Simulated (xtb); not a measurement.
xtb input:

```bash
xtb mol.xyz --gfn 1 --sp --chrg -1 --uhf 0
```
mol.xyz:
```
5

C     -0.10672706     1.17701571     0.00465963
S     -0.07971376    -0.57493956    -0.00524580
H      1.23704338    -1.08526133     0.02135005
H      0.31907715     1.60569335     0.91824252
H      0.35966191     1.61650670    -0.88361760
```

Problem. Predict the final energy.

Solution. -7.52999 Eh (GFN1-xTB).

It need not be the lowest isomer of its formula. Whether it binds its extra electron was not tested at this geometry.
